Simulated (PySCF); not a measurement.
**C3H3FO2: core ionisation energies**

C₃H₃FO₂.
Atom-mapped SMILES: `[O:1]=[C:2]([OH:3])/[CH:4]=[CH:5]/[F:6]`

Computed, not measured: delta-SCF UKS SCAN, pcX-2 on the ionised atom, pcseg-1 elsewhere, spin-free X2C (PySCF). Vertical ΔSCF values, vacuum level as zero.

Question: What binding energy does each computed site have?

Answer: 
```tsv
atom(s)	bonded to	level	binding energy (eV)	above the level's lowest (eV)	count
O1	C (double bond)	O 1s	537.82	0.00	1
C2	O (double bond), O and C	C 1s	295.14	+3.72	1
O3	C and H	O 1s	540.19	+2.37	1
C4	C (double bond), C and H	C 1s	291.42	0.00	1
C5	F, C (double bond) and H	C 1s	293.75	+2.33	1
F6	C	F 1s	693.84	0.00	1
```

The listed C 1s values span 3.72 eV, from C4 (bonded to C (double bond), C and H) to C2 (bonded to O (double bond), O and C).

The listed O 1s values span 2.37 eV, from O1 (bonded to C (double bond)) to O3 (bonded to C and H).

Question: Which effective nuclear charge Zeff reproduces each element's mean 1s value in the hydrogen-like formula E = 13.606 eV × Zeff²?

Answer: C (Z = 6): mean 293.4 eV, Zeff = 4.64, Z − Zeff = 1.36; O (Z = 8): mean 539.0 eV, Zeff = 6.29, Z − Zeff = 1.71; F (Z = 9): mean 693.8 eV, Zeff = 7.14, Z − Zeff = 1.86. Means run over the listed sites, weighted by atom count.

Geometry: GFN2-xTB, one conformer, isolated molecule.

The values belong to the conformer `[O:1]=[C:2]([OH:3])/[CH:4]=[CH:5]/[F:6]`: O1–C2–C4–C5 0°, H–O3–C2–O1 0°.
